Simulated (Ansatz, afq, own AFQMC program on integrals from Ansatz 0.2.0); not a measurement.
## SiGeH2, triplet → SiGeH$_{2}$⁺, quartet

```xyz
4

Si    0.0000   -0.1395    1.6714
Ge    0.0000    0.0566   -0.6618
H     0.0000    1.2679    2.2283
H     0.0000   -1.4615   -1.1039
```

Connectivity, by distances: SiH–GeH.

E(quartet, charge +1) − E(triplet, charge +0) at this geometry, on UHF and UHF determinants.

Basis cc-pVDZ. Only valence electrons are correlated. Integrals, coupled cluster, full CI and functionals: Ansatz 0.2.0; the random walks run on the same integrals in our own AFQMC program. The CISD trial takes its coefficients from CCSD amplitudes. Released means that phaseless walkers are propagated on without the constraint, phases kept. ± is one standard error of the sampling. No spin–orbit coupling. The errors of all members are added in quadrature.

No full CI on the walks' own integrals is used here; CCSDT(Q) serves as the reference and is uncertain by about the last step of the cluster series. Each member takes its own surest rung, up to full CI.

Errors are counted within cc-pVDZ, not against nature.

Cautions: inner d shell frozen; no relativity below Rb; no spin-orbit coupling; SiGeH₂ (triplet): lower spins were not checked, its ph-AFQMC/CISD value lies 31 ± 12 meV above CCSDT(Q); SiGeH₂⁺ (quartet): another spin lies lower, its ph-AFQMC/CISD value lies 24 ± 7 meV above CCSDT(Q); this isn't the first ionization; core correlation is missing, and it shifts such a gap most where an s electron is promoted.

Reference (CCSDT(Q)): 207.5 kcal/mol.

| level | vertical ionization energy (kcal/mol) | error against CCSDT(Q) (kcal/mol) |
| --- | --- | --- |
| HF | 183.6 | -23.8 |
| MP2 | 202.3 | -5.1 |
| CCSD | 205.9 | -1.6 |
| CCSD(T) | 207.2 | -0.3 |
| CCSDT | 207.3 | -0.1 |
| ph-AFQMC/CISD | 207.3 ± 0.3 | -0.2 ± 0.3 |
| released AFQMC | 208.0 ± 0.4 | 0.5 ± 0.4 |

Correlation beyond CCSD(T) adds 0.3 kcal/mol. The perturbative (T) step is worth +1.3 kcal/mol.

A walk keeps the symmetry of its determinant, which the program's search chose and which needn't be the lowest solution, so a lower state of the same spin and another symmetry isn't excluded. Released energies are given only where the last usable release times agree within the noise; a slower fall can still hide under it.
